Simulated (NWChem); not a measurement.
System: carbon disulfide (CS2); SMILES C(=S)=S

The following NWChem deck was run.

```
start job
memory heap 200 mb stack 900 mb global 1100 mb
geometry units angstroms noautoz
  S     -1.554913     0.057087     0.017167
  C      0.000010     0.000207     0.000000
  S      1.554924    -0.056959    -0.017167
end
basis spherical
  * library def2-tzvpd
end
dft
  xc becke88 lyp
  iterations 150
  mulliken
end
task dft energy
```

Excerpt of the output:

```
             Northwest Computational Chemistry Package (NWChem) 7.3.0
             --------------------------------------------------------

 ORDER OF PRIMARY AXIS IS BEING SET TO 4
 D4H symmetry detected

                             Geometry "geometry" -> ""
                             -------------------------

 Output coordinates in angstroms (scale by  1.889725989 to convert to a.u.)

  No.       Tag          Charge          X              Y              Z
 ---- ---------------- ---------- -------------- -------------- --------------
    1 S                   16.0000     0.00000000     0.00000000    -1.55605844
    2 C                    6.0000     0.00000000     0.00000000     0.00000000
    3 S                   16.0000     0.00000000     0.00000000     1.55605844

 Effective nuclear repulsion energy (a.u.)     108.8241387850

      Symmetry information
      --------------------

 Group name             D4h
 Group number             28
 Group order              16
 No. of unique centers     2

                                 NWChem DFT Module
                                 -----------------

 Summary of "ao basis" -> "ao basis" (spherical)
 ------------------------------------------------------------------------------
       Tag                 Description            Shells   Functions and Types
 ---------------- ------------------------------  ------  ---------------------
 S                         def2-tzvpd               16       46   6s6p3d1f
 C                         def2-tzvpd               13       37   6s3p3d1f

      Symmetry analysis of basis
      --------------------------

        a1g        25
        a1u         0
        a2g         0
        a2u        20
        b1g         7
        b1u         5
        b2g         7
        b2u         5
        eg         28
        eu         32

            General Information
            -------------------
          SCF calculation type: DFT
          Wavefunction type:  closed shell.
          No. of atoms     :     3
          No. of electrons :    38
           Alpha electrons :    19
            Beta electrons :    19
          Charge           :     0
          Spin multiplicity:     1
          Use of symmetry is: on ; symmetry adaption is: on
          Maximum number of iterations: 150
          AO basis - number of functions:   129
                     number of shells:    45
          Convergence on energy requested:  1.00D-06
          Convergence on density requested:  1.00D-05
          Convergence on gradient requested:  5.00D-04

              XC Information
              --------------
                    Becke 1988 Exchange Functional  1.000
              Lee-Yang-Parr Correlation Functional  1.000

             Grid Information
             ----------------
          Grid used for XC integration:  medium
          Radial quadrature: Mura-Knowles
          Angular quadrature: Lebedev.
          Tag              B.-S. Rad. Rad. Pts. Rad. Cut. Ang. Pts.
          ---              ---------- --------- --------- ---------
          S                   1.00       88          14.0       590
          C                   0.70       49          11.0       434
          Grid pruning is: on
          Number of quadrature shells:   137
          Spatial weights used:  Erf1

      Superposition of Atomic Density Guess
      -------------------------------------

 Sum of atomic energies:        -832.63069025

      Non-variational initial energy
      ------------------------------

 Total energy =    -833.569381
 1-e energy   =   -1365.682999
 2-e energy   =     423.289479
 HOMO         =      -0.310420
 LUMO         =      -0.021409

      Symmetry analysis of molecular orbitals - initial
      -------------------------------------------------

 !! scf_movecs_sym_adapt:   24 vectors were symmetry contaminated

  Symmetry fudging

 !! scf_movecs_sym_adapt:   24 vectors were symmetry contaminated

  Numbering of irreducible representations:

     1 a1g         2 a1u         3 a2g         4 a2u         5 b1g
     6 b1u         7 b2g         8 b2u         9 eg         10 eu

  Orbital symmetries:

     1 a2u         2 a1g         3 a1g         4 a2u         5 a1g
     6 a1g         7 a2u         8 eu          9 eu         10 eg
    11 eg         12 a1g        13 a2u        14 a1g        15 a2u
    16 eu         17 eu         18 eg         19 eg         20 eu
    21 eu         22 a1g        23 a2u        24 a1g        25 eu
    26 eu         27 eg         28 eg         29 a1g

     ---------------------------------------------
      Total Density - Mulliken Population Analysis
     ---------------------------------------------

    Atom       Charge   Shell Charges
 -----------   ------   -------------------------------------------------------
    1 S   16    16.47   2.01  0.49  1.48  1.08  0.93  0.08  4.18  1.69  0.90  2.31  1.22  0.03  0.03  0.05  0.00  0.01
    2 C    6     5.06   0.86  1.12  0.57  0.56 -0.03 -0.09  0.88  1.07  0.14  0.02  0.09 -0.12  0.01
    3 S   16    16.47   2.01  0.49  1.48  1.08  0.93  0.08  4.18  1.69  0.90  2.31  1.22  0.03  0.03  0.05  0.00  0.01

   convergence    iter        energy       DeltaE   RMS-Dens  Diis-err
 ---------------- ----- ----------------- --------- --------- ---------
 d= 0,ls=0.0,diis     1   -834.4491468518 -9.43D+02  8.37D-03  1.65D+00
 d= 0,ls=0.0,diis     2   -834.0811608547  3.68D-01  7.99D-03  3.77D+00
 d= 0,ls=0.0,diis     3   -834.4176937548 -3.37D-01  3.48D-03  8.55D-01
 d= 0,ls=0.0,diis     4   -834.5307204154 -1.13D-01  8.66D-04  3.59D-02
 d= 0,ls=0.0,diis     5   -834.5350728259 -4.35D-03  1.70D-04  1.43D-03
  Resetting Diis
 d= 0,ls=0.0,diis     6   -834.5352430949 -1.70D-04  4.37D-05  1.82D-05
 d= 0,ls=0.0,diis     7   -834.5352450294 -1.93D-06  2.44D-05  1.60D-06
 d= 0,ls=0.0,diis     8   -834.5352439713  1.06D-06  1.07D-05  9.37D-06
 d= 0,ls=0.0,diis     9   -834.5352451917 -1.22D-06  2.77D-06  5.27D-07
 d= 0,ls=0.0,diis    10   -834.5352452525 -6.08D-08  2.56D-07  3.94D-09

         Total DFT energy =     -834.535245252486
      One electron energy =    -1367.189047270684
           Coulomb energy =      480.584278536257
    Exchange-Corr. energy =      -56.754615303085
 Nuclear repulsion energy =      108.824138785026

 Numeric. integr. density =       38.000002272809

                  Occupations of the irreducible representations
                  ----------------------------------------------

                     irrep           alpha         beta
                     --------     --------     --------
                     a1g               6.0          6.0
                     a1u               0.0          0.0
                     a2g               0.0          0.0
                     a2u               5.0          5.0
                     b1g               0.0          0.0
                     b1u               0.0          0.0
                     b2g               0.0          0.0
                     b2u               0.0          0.0
                     eg                4.0          4.0
                     eu                4.0          4.0

                       DFT Final Molecular Orbital Analysis
                       ------------------------------------

 Vector   17  Occ=2.000000D+00  E=-3.452861D-01  Symmetry=eu
              MO Center= -3.8D-16,  8.5D-16, -2.1D-13, r^2= 2.1D+00
   Bfn.  Coefficient  Atom+Function         Bfn.  Coefficient  Atom+Function
  ----- ------------  ---------------      ----- ------------  ---------------
    53      0.212677  2 C  px                54      0.211247  2 C  py
    16      0.182027  1 S  px                99      0.182027  3 S  px
    17      0.180804  1 S  py               100      0.180804  3 S  py
    56      0.177890  2 C  px                57      0.176694  2 C  py
    13      0.088646  1 S  px                96      0.088646  3 S  px

 Vector   18  Occ=2.000000D+00  E=-2.432947D-01  Symmetry=eg
              MO Center= -1.2D-15, -1.3D-15,  4.4D-13, r^2= 3.8D+00
   Bfn.  Coefficient  Atom+Function         Bfn.  Coefficient  Atom+Function
  ----- ------------  ---------------      ----- ------------  ---------------
    16      0.312495  1 S  px                99     -0.312495  3 S  px
    17      0.216548  1 S  py                19      0.217235  1 S  px
   100     -0.216548  3 S  py               102     -0.217235  3 S  px
    13      0.150019  1 S  px                20      0.150537  1 S  py
    96     -0.150019  3 S  px               103     -0.150537  3 S  py

 Vector   19  Occ=2.000000D+00  E=-2.432947D-01  Symmetry=eg
              MO Center=  5.4D-16, -2.3D-16, -1.9D-15, r^2= 3.8D+00
   Bfn.  Coefficient  Atom+Function         Bfn.  Coefficient  Atom+Function
  ----- ------------  ---------------      ----- ------------  ---------------
    17      0.312495  1 S  py               100     -0.312495  3 S  py
    16     -0.216548  1 S  px                20      0.217235  1 S  py
    99      0.216548  3 S  px               103     -0.217235  3 S  py
    14      0.150019  1 S  py                19     -0.150537  1 S  px
    97     -0.150019  3 S  py               102      0.150537  3 S  px

 Vector   20  Occ=0.000000D+00  E=-9.998886D-02  Symmetry=eu
              MO Center= -1.8D-15,  1.1D-16, -2.1D-13, r^2= 3.8D+00
   Bfn.  Coefficient  Atom+Function         Bfn.  Coefficient  Atom+Function
  ----- ------------  ---------------      ----- ------------  ---------------
    53      0.346698  2 C  px                56      0.322616  2 C  px
    19     -0.293833  1 S  px               102     -0.293833  3 S  px
    16     -0.264771  1 S  px                99     -0.264771  3 S  px
    59      0.255290  2 C  px                13     -0.123993  1 S  px
    96     -0.123993  3 S  px                 7      0.096898  1 S  px

[...]
```

Level: BLYP/def2-TZVPD. Structure relaxed at the PBE0/def2-SVP level.
